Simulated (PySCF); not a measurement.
dimethyl ether (C₂H₆O), SMILES COC.

Geometry: PBE0-D3(BJ)/def2-TZVP.

Level of theory: SMD-B3LYP/6-31G* run with PySCF.

Solvation free energies are E(SMD) − E(gas) at the gas-phase geometry, for 1 M in both phases. In vacuum the dipole moment is 1.24 D.

| solvent | ΔG(solv) (kcal/mol) | its non-electrostatic (CDS) part | dipole (D) |
|---|---|---|---|
| water | -0.5 | 3.4 | 1.68 |
| methanol | -2.0 | 1.8 | 1.66 |
| 2-propanol | -1.8 | 1.3 | 1.59 |
